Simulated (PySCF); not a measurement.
Homolysis of single bonds, series SiH2Cl-X. All species are isolated molecules in the gas phase. One relaxed conformer stands for each flexible species; it need not be the lowest. Strings in code marks are SMILES.

Calculation: PySCF with B3LYP-D3(BJ)/def2-TZVP. B3LYP has the VWN-RPA correlation part, as in Gaussian. 

```tsv
species	dipole moment (D)	highest occupied spin orbital (eV)
whole molecule (`[SiH3]Cl`)	1.32	–
radical fragment (`[SiH3]`)	0.08	-6.11
radical fragment (`[SiH2]N`)	–	-5.05
radical fragment (`[SH]`)	0.86	-7.17
radical fragment (`[C]#C`)	0.78	-8.37
radical fragment (`[BH2]`)	0.49	-5.87
```
